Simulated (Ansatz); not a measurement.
**A rate constant, worked out**

An elementary step of SiNH$_{3}$, singlet (SiNH₃ ([NH2][SiH]) → SiNH₃ ([NH][SiH2]); H–N broken or loosened, H–Si formed or tightened). The start structure is the reactant molecule, and the electronic barrier above it is 2.939 eV by CCSD(T) at an estimated basis limit (MP2 extrapolated from triple and quadruple zeta, plus CCSD(T) − MP2 in triple zeta). Program: Ansatz 0.2.0. Basis: def2-TZVPP and def2-QZVPP. Cores are frozen in the correlated methods. Extrapolation: Hartree–Fock as exp(−7.88 √X), correlation as X^−2.97. Harmonic wavenumbers at PBE0-D4/def2-TZVP (Ansatz 0.2.0), in cm⁻¹:

Start: 585, 694, 743, 875, 960, 1591, 1999, 3584, 3682.

Saddle: 1415i, 502, 727, 847, 964, 1038, 1974, 2045, 3440.

**Question.** Work out the transition-state-theory rate constant at 600 K from these numbers alone (harmonic vibrations; rotation, path degeneracy and anharmonicity left out), and the Wigner tunnelling factor. Use 1 cm⁻¹ = 1.2398 × 10⁻⁴ eV and k_B = 8.617 × 10⁻⁵ eV/K.

**Answer.** Zero-point energies, half the sums: start 14713/2 cm⁻¹ = 0.9121 eV; saddle, real modes only, 11537/2 cm⁻¹ = 0.7152 eV.
Barrier with zero-point energy: 2.939 + 0.7152 − 0.9121 = 2.7421 eV.
k_BT = 0.05170 eV, so the barrier is 53.03 k_BT.
Vibrational partition functions from the zero-point level, ln q = −Σ ln(1 − exp(−hν/k_BT)): start 0.944, saddle 0.897.
k = (k_BT/h) exp(ln q‡ − ln q) exp(−E0/k_BT), with log₁₀(k_BT/h in s⁻¹) = 13.10: log₁₀ k = 13.10 + (-0.047 − 53.03)/2.3026 = -9.95, so k ≈ 1 × 10^(-10) s⁻¹.
Wigner factor: 1 + (hν‡/k_BT)²/24 = 1 + (3.39)²/24 = 1.48. A change of 1 kcal/mol (0.043 eV) in the barrier would change k by a factor of 2.3 at this temperature.

The T1 diagnostic stays at or below 0.028. The T1 diagnostic is large here, which may signal multireference character or strong orbital relaxation, so CCSD(T) is less sure. The restricted Hartree–Fock reference is unstable towards an unrestricted one at one or more of these structures.

Labels in which every atom is bracketed show which atoms are joined, not bond orders.

For scale, one of the runs: CCSD(T)/def2-TZVPP, 115 basis functions (an equivalent command: `ansatz run in.yaml --threads 2`). The run took about 3.5 s on 2 CPU threads (shared host).
